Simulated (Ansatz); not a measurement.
System: hcp Tl. Method: r²SCAN in Ansatz (plane waves, PAW).

A relaxed, unreconstructed slab of the (11-20) face has 16 atoms, two equal faces of 34.086 Å² each and an energy of -183335.8074 eV. A bulk cell of 4 atoms with the same orientation and in-plane k mesh has -45834.3485 eV. Energies are extrapolated to zero smearing.

Numerical settings: plane-wave cutoff 500 eV, 10×10×1 k mesh (along the axes of the cell as run), Fermi–Dirac smearing 0.1 eV, scalar-relativistic PAW data made under PBE.

Worked out: γ = (E_slab − N E_bulk per atom)/2A = [-183335.8074 − 16 × (-45834.3485/4)]/(2 × 34.086) = 0.0233 eV/Å². With 16.022 J/m² per eV/Å² this is 0.37 J/m², or 0.79 eV per surface cell and face.

Ansatz is an electronic-structure program.
